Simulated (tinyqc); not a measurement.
CIS and TDHF on RHF in the sto-3g basis, frozen core, for H2O, spin multiplicity 1, step by step. One step of it, computed by the program tinyqc.

Problem. CIS matrix, singlets. A(ia,jb) = (e_a - e_i) d_ij d_ab + 2 (ia|jb) - (ij|ab).

orbital energies (hartree): MO1 -20.276285, MO2 -1.211598, MO3 -0.523850, MO4 -0.456085, MO5 -0.393714, MO6 0.479018, MO7 0.545907

Two-electron integrals over orbitals (pq|rs), unique and non-zero (hartree); the lowest 1 orbital is frozen and left out:
```
(22|22) 0.725539    (32|32) 0.129408    (33|22) 0.620228    (33|33) 0.597434
(42|22) -0.025779   (42|33) 0.002192    (42|42) 0.129113    (43|32) 0.025120
(43|43) 0.057479    (44|22) 0.651442    (44|33) 0.565688    (44|42) -0.088364
(44|44) 0.682273    (52|52) 0.150451    (53|53) 0.027016    (54|52) -0.045848
(54|54) 0.047972    (55|22) 0.754763    (55|33) 0.606838    (55|42) -0.084159
(55|44) 0.678770    (55|55) 0.880159    (62|22) 0.131147    (62|33) 0.070311
(62|42) 0.032630    (62|44) 0.055346    (62|55) 0.138126    (62|62) 0.096329
(63|32) -0.029234   (63|43) -0.035297   (63|63) 0.067622    (64|22) 0.129990
(64|33) 0.052891    (64|42) -0.059978   (64|44) 0.131700    (64|55) 0.156012
(64|62) 0.055625    (64|64) 0.106505    (65|52) 0.048997    (65|54) 0.006397
(65|65) 0.034483    (66|22) 0.603832    (66|33) 0.554397    (66|42) 0.042804
(66|44) 0.551439    (66|55) 0.588153    (66|62) 0.096690    (66|64) 0.057648
(66|66) 0.590950    (72|32) 0.053488    (72|43) -0.033210   (72|63) 0.030545
(72|72) 0.066776    (73|22) 0.161550    (73|33) 0.090245    (73|42) -0.083682
(73|44) 0.132085    (73|55) 0.201990    (73|62) 0.065670    (73|64) 0.108115
(73|66) 0.047496    (73|73) 0.164136    (74|32) -0.074615   (74|43) -0.016527
(74|63) 0.053280    (74|72) -0.015216   (74|74) 0.074666    (75|53) 0.023752
(75|75) 0.023994    (76|32) 0.080907    (76|43) 0.062304    (76|63) -0.058565
(76|72) -0.007410   (76|74) -0.062276   (76|76) 0.107843    (77|22) 0.600954
(77|33) 0.580827    (77|42) -0.013617   (77|44) 0.568258    (77|55) 0.598115
(77|62) 0.057904    (77|64) 0.047133    (77|66) 0.552263    (77|73) 0.084127
(77|77) 0.587541
```

Give: CIS matrix A, singlet.

Solution.

CIS matrix A, singlet (hartree), lower triangle:
```
        2>6      2>7     3>6     3>7     4>6     4>7     5>6     5>7
2>6  1.2794
2>7  0.0000   1.2901
3>6  0.0000  -0.0198  0.5837
3>7  0.0504   0.0000  0.0000  0.8172
4>6  0.0684   0.0000  0.0000  0.1539  0.5967
4>7  0.0000  -0.0168  0.0443  0.0000  0.0000  0.5831
5>6  0.0000   0.0000  0.0000  0.0000  0.0000  0.0000  0.3535
5>7  0.0000   0.0000  0.0000  0.0000  0.0000  0.0000  0.0000  0.3895
```
